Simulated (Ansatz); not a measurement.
Input and output for AlH6PSi, SMILES `[AlH2][SiH2]P`.

```yaml
crystal:
  periodic: [false, false, false]
  atoms:
    - {symbol: Al, position_ang: [-1.345714, 0.748515, -1.285769]}
    - {symbol: Si, position_ang: [0.741543, 0.265683, -0.087312]}
    - {symbol: P, position_ang: [0.513071, -1.668660, 1.075127]}
    - {symbol: H, position_ang: [-2.001537, -0.379516, -2.191093]}
    - {symbol: H, position_ang: [-2.061820, 2.161312, -1.164895]}
    - {symbol: H, position_ang: [1.199838, 1.391127, 0.777397]}
    - {symbol: H, position_ang: [1.832151, 0.004032, -1.073975]}
    - {symbol: H, position_ang: [1.626260, -1.441371, 1.927850]}
    - {symbol: H, position_ang: [-0.415291, -1.127322, 2.005470]}
basis:
  gaussian: {orbitals: cc-pVTZ-DK}
magnetization: {spin_polarized: true, initial_magnetization: 2}
hamiltonian: {xc: {name: revPBE0}, dispersion: d3bj}
accuracy: high
```

```sh
$ ansatz run in.yaml --threads 2 --pin off --events-out ev --progress --plain --max-ram 4352MiB
```

It prints (some lines left out):

```
Functional definition: revPBE0
3280 factors; integrals over basis functions are off by at most 4.1e-9 eV
mean field evaluation 1: about -23903.2965 eV, gradient 1.0e1 eV
mean field evaluation 2: about -23903.6574 eV, gradient 9.1e0 eV
mean field evaluation 4: about -23904.4900 eV, gradient 1.6e0 eV
mean field evaluation 8: about -23904.6269 eV, gradient 4.4e-1 eV
mean field evaluation 16: about -23904.6356 eV, gradient 4.7e-3 eV
mean field evaluation 32: about -23904.6356 eV, gradient 4.2e-7 eV
mean field -23904.63558749 eV, -878.4791546963 hartree, gradient 6.0e-8 eV, S^2 2.005933; 2 other end points of the search recorded, 0 dependent functions left out
reference -23904.63559191 eV, -878.4791548587 hartree; 25, 23 occupied and 161, 163 virtual orbitals, 3280 factors
Total energy: -23905.05309673 eV, -878.4944978778 hartree
Relativity: scalar
```

Hardware: 2 threads of an INTEL XEON PLATINUM 8581C on a shared host. Wall time 17 s, peak host memory 1.2 GiB.
